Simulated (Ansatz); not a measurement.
Results of PBE0 (Ansatz, a program for electronic structure, PAW) for BaAgSbS3 (C2/c, No. 15; cell taken from a computed entry).

Settings: plane-wave cutoff 460 eV, 4×4×2 k mesh (along the axes of the cell as run), Fermi–Dirac smearing 0.01 eV, no spin polarisation, scalar-relativistic PAW data made under PBE.

Cell (relaxed with PBEsol):

```
CELL_PARAMETERS angstrom
      4.63265    -3.96495    -0.02055
      4.63265     3.96495    -0.02055
     -3.46723     0.00000    16.62371
ATOMIC_POSITIONS crystal
  Ba 0.54420 0.79871 0.11151
  Ba 0.45580 0.20129 0.88849
  Ba 0.20129 0.45580 0.38849
  Ba 0.79871 0.54420 0.61151
  Ag 0.07184 0.92816 0.25000
  Ag 0.92816 0.07184 0.75000
  Ag 0.69705 0.30295 0.25000
  Ag 0.30295 0.69705 0.75000
  Sb 0.02101 0.32105 0.07601
  Sb 0.97899 0.67895 0.92399
  Sb 0.67895 0.97899 0.42399
  Sb 0.32105 0.02101 0.57601
  S  0.96065 0.51262 0.21419
  S  0.03935 0.48738 0.78581
  S  0.48738 0.03935 0.28581
  S  0.51262 0.96065 0.71419
  S  0.42475 0.30530 0.08223
  S  0.57525 0.69470 0.91777
  S  0.69470 0.57525 0.41777
  S  0.30530 0.42475 0.58223
  S  0.01645 0.93824 0.10354
  S  0.98355 0.06176 0.89646
  S  0.06176 0.98355 0.39646
  S  0.93824 0.01645 0.60354
```

Question: Predict the band gap, smallest direct gap on the k points sampled and Γ–Γ gap.

Answer: 
* **band gap**: 2.56 eV (on the SCF k mesh)
* **smallest direct gap on the k points sampled**: 2.68 eV
* **Γ–Γ gap**: 4.39 eV

Note: cell and atoms aren't relaxed at this level (largest force component 0.39 eV/Å, pressure 1.9 GPa).

Spin–orbit coupling is not included.

Computed values are for the static lattice.

Cost on a shared machine: around 80 core-minutes (rough).
